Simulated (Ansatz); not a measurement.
hcp Sc: PBE at its full settings (plane-wave cutoff 520 eV, 18×18×10 k mesh (along the axes of the cell as run), Fermi–Dirac smearing 0.05 eV, scalar-relativistic PAW data made under PBE) and at cheaper ones, in a cell of 2 atoms with Γ-centred meshes.

```
level and setting                              lattice constant a (Å)  lattice parameter c (Å)  bulk modulus (GPa)
---------------------------------------------  ----------------------  -----------------------  ------------------
PBE (Ansatz)                                                    3.320                    5.165                54.2
PBE (300 eV cutoff) (Ansatz)                                    3.320                    5.167                54.3
PBE (Γ point alone) (Ansatz)                                    3.109                    6.984                61.8
PBE (4×4×4 k mesh) (Ansatz)                                     3.312                    5.216                55.1
PBE (6×6×6 k mesh) (Ansatz)                                     3.319                    5.155                53.8
PBE (Fermi-Dirac smearing of 0.3 eV) (Ansatz)                   3.324                    5.282                50.0
```

Largest shifts from the full settings: lattice constant a -6.36 % (PBE (Γ point alone)), against a difference of +0.33 % of the full result from the reference 3.309 Å (measured, 293 K, not corrected to a static lattice; as tabulated in Wikipedia's data pages); lattice parameter c +35 % (PBE (Γ point alone)), against a difference of -1.96 % of the full result from the reference 5.268 Å (measured, 293 K, no zero-point or thermal correction; as tabulated in Wikipedia's data pages); bulk modulus +14.0 % (PBE (Γ point alone)), against a difference of -2.5 % of the full result from the reference 55.6 GPa (measured, zero-point energy and finite temperature contributions removed, sources range from 44.5 to 55.6; as tabulated in doi:10.1021/acs.jctc.3c00612).

Ansatz's density-functional and Hartree–Fock values are scalar-relativistic unless marked +SOC, with PAW data made under PBE.

Run with cheap settings on purpose, which may leave them unconverged: PBE (300 eV cutoff), PBE (4×4×4 k mesh), PBE (6×6×6 k mesh), PBE (Fermi-Dirac smearing of 0.3 eV), PBE (Γ point alone).

Ansatz is a quantum-chemistry and plane-wave program.
